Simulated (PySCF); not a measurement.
Compound: C₅H₁₀N (doublet state).
Z-matrix (Å and degrees, GFN2-xTB geometry), rows numbered from 1:
```
C 
C   1  1.5281
C   2  1.4851  1  112.01
C   3  1.5043  2  129.87  1  -173.25
C   4  1.5383  3   85.27  2  -151.64
N   3  1.4136  2  125.08  1    56.66
H   1  1.0877  2  110.56  3   177.63
H   1  1.0874  2  110.18  3   -62.48
H   1  1.0877  2  110.40  3    57.52
H   2  1.0936  1  109.87  3  -120.15
H   2  1.1027  1  108.47  3   123.04
H   4  1.0939  3  115.75  2   -36.99
H   4  1.0910  3  116.10  2    92.06
H   5  1.0922  4  116.30  3   124.67
H   5  1.0939  4  114.06  3  -106.71
H   6  1.0123  3  122.30  2   -74.97
```

The hyperfine couplings belong to this conformer and change with its torsions.

As a line formula: `CC[C]1CCN1` [radical].

Method: UKS B3LYP, pcH-1 on C H N, non-relativistic, mean-field spin-orbit, GIAO (PySCF). Isolated species at its GFN2-xTB geometry (one conformer only). Couplings are sensitive to structure, and on GFN2-xTB geometries they can be far from those on DFT ones. No stability test was run, so a lower SCF solution isn't excluded.

(1) The isotropic 13C couplings are +149.6, +24.8, -19.0, +9.1, -0.8 MHz. Assign them to C1; C2; C3; C4; C5.

(2) Match the computed a_iso(1H) values +69.5, +58.2, +53.4, +6.6, -1.4 MHz (means over equivalent nuclei) with the sites H7/H8/H9; H10/H11; H12/H13; H14/H15; H16.

Results:

(1) 
| site | a_iso (MHz) | ρ(0) (bohr⁻³) | position | distance from C3 (Å) | spin population | largest \|T\| (MHz) |
| --- | --- | --- | --- | --- | --- | --- |
| C1 | +24.8 | +0.0220 | 2 bonds from C3 | 2.50 | 0.00 | 2.7 |
| C2 | +9.1 | +0.0081 | 1 bond from C3 | 1.49 | -0.05 | 5.2 |
| C3 | +149.6 | +0.1331 | largest spin population | 0.00 | +0.80 | 137.8 |
| C4 | -19.0 | -0.0169 | 1 bond from C3 | 1.50 | -0.06 | 2.5 |
| C5 | -0.8 | -0.0008 | 2 bonds from C3 | 2.06 | 0.00 | 2.3 |

(2) 
```json
{"site": "H7/H8/H9", "a_iso (MHz)": "-1.4", "ρ(0) (bohr⁻³)": "-0.0003", "position": "γ, 3 bonds from C3", "distance from C3 (Å)": "2.98", "bound to": "C1", "spin population there": "0.00", "largest |T| (MHz)": "5.0"}
{"site": "H10/H11", "a_iso (MHz)": "+58.2", "ρ(0) (bohr⁻³)": "+0.0130", "position": "β, 2 bonds from C3", "distance from C3 (Å)": "2.12", "bound to": "C2", "spin population there": "-0.05", "largest |T| (MHz)": "8.7"}
{"site": "H12/H13", "a_iso (MHz)": "+69.5", "ρ(0) (bohr⁻³)": "+0.0156", "position": "β, 2 bonds from C3", "distance from C3 (Å)": "2.21", "bound to": "C4", "spin population there": "-0.06", "largest |T| (MHz)": "7.6"}
{"site": "H14/H15", "a_iso (MHz)": "+6.6", "ρ(0) (bohr⁻³)": "+0.0015", "position": "γ, 3 bonds from C3", "distance from C3 (Å)": "2.83", "bound to": "C5", "spin population there": "0.00", "largest |T| (MHz)": "5.6"}
{"site": "H16", "a_iso (MHz)": "+53.4", "ρ(0) (bohr⁻³)": "+0.0120", "position": "β, 2 bonds from C3, on N6 of spin population +0.14", "distance from C3 (Å)": "2.13", "bound to": "N6", "spin population there": "+0.14", "largest |T| (MHz)": "19.5"}
```

ρ(0) is the spin density at the nucleus and T the dipolar tensor; entries for several nuclei are means. The Mulliken spin populations are largest on C3 (+0.80), N6 (+0.14), H11 (+0.07) and C4 (-0.06). No atom but C3 exceeds +0.15. The angles at C3 add up to 347.0°, so it is slightly pyramidal.

Nuclei that the bonding pattern makes equivalent are averaged, as if the motion that swaps them (rotation, inversion, ring flip) were fast. The 1H value of +58.2 MHz is a mean of couplings from 13.8 to 102.6 MHz in this one geometry, not an average over conformers. The 1H value of +6.6 MHz is a mean of couplings from 3.1 to 10.1 MHz in this one geometry, not an average over conformers.

On Arm Neoverse V2, one thread (shared host), this took 35 s of wall time (grids of density and orbitals included) and 0.98 GiB of memory at its peak.
